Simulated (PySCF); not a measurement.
Start geometry of `COc1cc1=O` from GFN2-xTB (Å):
```
atom  x, y, z in Å
C1    -1.6884    0.3142   -0.0109
O2    -0.7135   -0.4527    0.6970
C3     0.5219   -0.3423    0.2842
C4     1.8022   -0.7576    0.4745
C5     1.5663    0.2006   -0.5454
O6     1.9090    0.9294   -1.4310
H7    -2.1762   -0.3197   -0.7548
H8    -2.4219    0.6495    0.7209
H9    -1.2314    1.1714   -0.5067
H10    2.4410   -1.3881    1.0498
```

Problem. What comes out of this run: PBE0/cc-pVDZ geometry optimisation, gas phase (PySCF 2.14.0)?

Solution. 
```
atom  x, y, z in Å
C1    -1.7079    0.2743    0.2105
O2    -0.6932   -0.4484    0.9191
C3     0.5052   -0.3577    0.3886
C4     1.7823   -0.7714    0.5559
C5     1.5019    0.0787   -0.5668
O6     1.8402    0.6890   -1.5481
H7    -1.8165   -0.1161   -0.8119
H8    -2.6361    0.1185    0.7714
H9    -1.4650    1.3462    0.1750
H10    2.4759   -1.3565    1.1607
```

The energy falls by 1.1 kcal/mol over 13 energy and gradient evaluations, the largest force component goes from 0.0159 to 4.4e-04 Eh/bohr, and the atoms move by 0.320 Å rms after alignment. The bond that changes most is C4–H10 (unsaturated ring CH carbon to hydrogen on carbon), which lengthens by 0.024 Å. Bonds longer at the end by more than 0.005 Å: 8 of 10; shorter: 1. Among the angles that change most is O2–C3–C4, from 145.1° to 142.2°. Among the dihedrals that turn most is H9–C1–O2–C3, from -24° to -60°. Rotational constants go from 7764, 2715, 2038 to 7851, 2656, 2010 MHz. The orientation of the end geometry is arbitrary; only internal coordinates are fixed.

The run used 104 basis functions and 92 SCF cycles in all.

No frequency check. One conformer, not necessarily the lowest.
